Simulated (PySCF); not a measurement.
The scaffold 1,3-butadien-2-yl-X carries different groups X. Isolated molecules, 0 K electronic values unless said otherwise. One relaxed conformer stands for each flexible species; it need not be the lowest. Strings in code marks are SMILES.

Calculation: PySCF with PBE-D3(BJ)/def2-TZVP. Delta-SCF ions had no search for a lower state. Excitations are Tamm–Dancoff values on a coarser integration grid. The basis has no diffuse functions, so Rydberg states are missing or too high.

```
species                                                                      T1 excitation (TDA) (eV)  vertical ionisation energy (Delta-SCF) (eV)  S1 excitation (TDA) (eV)  S1 oscillator strength
---------------------------------------------------------------------------  ------------------------  -------------------------------------------  ------------------------  ----------------------
X = H (`C(=C)C=C` (C–C–C–C torsion 180°))                                                        3.13                                         8.86                      6.18                   0.961
X = chloro                                                                                       3.06                                         8.89                      5.20                   0.096
X = bromo (`C(C(=C)Br)=C` (C–C–C–Br torsion 0°))                                                 3.05                                         8.81                      4.71                   0.000
X = iodo (`C(=C)C(=C)I` (C–C–C–I torsion 0°))                                                    3.01                                         8.58                      4.08                   0.000
X = amino                                                                                        2.83                                         7.97                      4.46                   0.140
X = silyl                                                                                        3.13                                         8.88                      5.52                   0.001
X = germyl (`[C]([GeH3])(C=C)=C` (C–C–C–Ge torsion 0°))                                          3.14                                         8.81                      5.40                   0.001
X = selanyl (`[SeH]C(=C)C=C` (C–C–C–Se torsion -4°, C–C–Se–H torsion 140°))                      2.89                                         8.27                      3.64                   0.025
```
